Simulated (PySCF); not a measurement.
Input of a run (PBE0-D3(BJ)/def2-SVP geometry optimisation, gas phase (PySCF 2.14.0)), started from GFN2-xTB:
```
{"job": {"xc": "PBE0", "basis": "def2-SVP", "d3": "d3bj", "grid": 1, "shake": 0.01, "kind": "geom"}, "charge": 0, "multiplicity": 1}
C     -1.646030    -0.044540    -0.047040
N     -0.744950     0.502570    -0.717980
C      0.542710     0.595230    -0.309950
C      1.290480    -0.420100     0.202520
Cl     2.936500    -0.328190     0.521280
H     -1.563410    -0.388370     0.966960
H     -2.633510    -0.089420    -0.506770
H      1.048450     1.548550    -0.538290
H      0.827570    -1.392890     0.395540
```

Output (energies in Eh, forces in Eh/bohr):
```
step   0  E = -630.99564126  max force = 0.039540
step   1  E = -630.99840602  max force = 0.014881
step   2  E = -630.99829998  max force = 0.013904
step   3  E = -630.99978222  max force = 0.004452
step   4  E = -630.99991692  max force = 0.002269
step   5  E = -630.99999381  max force = 0.001304
step   6  E = -631.00001121  max force = 0.000887
step   7  E = -631.00001957  max force = 0.000194
optimisation converged
```

Task: Summarise the run.

Result: The energy falls by 2.7 kcal/mol over 8 energy and gradient evaluations, the largest force component goes from 0.0395 to 1.9e-04 Eh/bohr, and the atoms move by 0.074 Å rms after alignment. The bond that changes most is C4–Cl5 (vinylic C–Cl carbon to vinyl chlorine), which lengthens by 0.042 Å. Bonds longer at the end by more than 0.005 Å: 5 of 8; shorter: 2. Among the angles that change most is N2–C1–H6, from 126.3° to 122.9°. The energy rose by more than 1e-6 Eh at step 2. The first step brought 63 % of the lowering.

Task: What are the final bond lengths?

Result: C1=N2 1.267 Å, N2–C3 1.386 Å, C3=C4 1.342 Å, C4–Cl5 1.721 Å, C1–H6 1.107 Å, C1–H7 1.099 Å, C3–H8 1.095 Å, C4–H9 1.093 Å. Numbering counts from 1 in the input's order; the species is `C=N/C=C/Cl`.

The run used 94 basis functions and 58 SCF cycles in all.

Not checked by PBE0-D3(BJ)/def2-SVP frequencies. One conformer, not necessarily the lowest.

Conformer computed: `[CH2:1]=[N:2]/[CH:3]=[CH:4]/[Cl:5]`: C1–N2–C3–C4 51°.
